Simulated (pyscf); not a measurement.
**Four-centre exchange: H₃C–CH₂–ZnH + H₂Se → ethane (H₃C–CH₃) + HZn–SeH**

Gas phase, singlet surface, charge 0. Bonds broken: C2–Zn3, Se10–H11. Bonds formed: C2–H11, Zn3–Se10. Structures and frequencies: ωB97X-D3(BJ)/def2-SVP in PySCF.

Transition state (Å):

```xyz
12

C     -2.1183     1.1989    -0.7805
C     -0.6098     1.3420    -0.5491
Zn     0.1197    -0.6005    -0.1896
H     -2.3509     0.3821    -1.4850
H     -2.6462     0.9721     0.1635
H     -2.5765     2.1155    -1.1887
H     -0.3941     2.2639     0.0188
H     -0.0616     1.4742    -1.5002
H      0.6425    -1.8825    -0.8704
Se    -0.3316    -0.1200     2.3537
H     -0.3534     0.7861     0.9110
H      1.1030     0.1304     2.5357
```

One imaginary mode, 1169i cm⁻¹; descent along it reached the two sides named, in the forms told below.

| bond | change | reactant side (Å) | saddle | product side |
|---|---|---|---|---|
| C2–Zn3 | breaks | 1.969 | 2.106 | 3.0 |
| Se10–H11 | breaks | 1.466 | 1.704 | 3.2 |
| C2–H11 | forms | 3.4 | 1.583 | 1.105 |
| Zn3–Se10 | forms | 2.9 | 2.6 | 2.293 |

Electronic energies relative to the separated reactants (kJ/mol):

```json
[
 {"level": "ωB97X-D3(BJ)/def2-TZVP", "barrier": "52.1", "reaction energy": "-158.8", "reverse barrier": "210.8"},
 {"level": "PBE/def2-TZVP", "barrier": "45.8", "reaction energy": "-144.5", "reverse barrier": "190.3"},
 {"level": "r²SCAN/def2-TZVP", "barrier": "39.6", "reaction energy": "-151.0", "reverse barrier": "190.6"},
 {"level": "B3LYP-D3(BJ)/def2-TZVP", "barrier": "59.1", "reaction energy": "-149.1", "reverse barrier": "208.2"},
 {"level": "PBE0-D3(BJ)/def2-TZVP", "barrier": "42.9", "reaction energy": "-151.5", "reverse barrier": "194.3"},
 {"level": "M06-2X/def2-TZVP", "barrier": "47.2", "reaction energy": "-162.6", "reverse barrier": "209.8"},
 {"level": "ωB97M-D3(BJ)/def2-TZVP", "barrier": "67.5", "reaction energy": "-147.4", "reverse barrier": "215.0"},
 {"level": "HF/def2-TZVP", "barrier": "126.6", "reaction energy": "-176.0", "reverse barrier": "302.6"}
]
```

With ωB97M-D3(BJ)/def2-TZVP energies and thermal terms (ideal gas, 1 atm, RRHO with modes under 100 cm⁻¹ raised to 100, one conformer, R ln 2 for chiral ones without a mode under 150 cm⁻¹), in kJ/mol:

```tsv
T (K)	ΔH‡	ΔG‡	ΔH	ΔG
298	64.6	108.4	-137.3	-135.4
600	67.0	152.0	-138.7	-132.9
900	70.2	193.9	-140.0	-129.7
1200	73.5	234.6	-141.1	-126.1
```

On the reactant side the descent ends in an adduct with a Se–Zn contact, 29.5 kJ/mol under the separated species and 81.5 kJ/mol under the saddle at ωB97X-D3(BJ)/def2-TZVP. What is counted as formed (Se–Zn) is already present as a longer contact in the reactant adduct; forming that adduct is a step of its own. This is the saddle that the search found; another between the same sides may lie lower. Elements up to Kr have no core potential and no relativistic terms here.
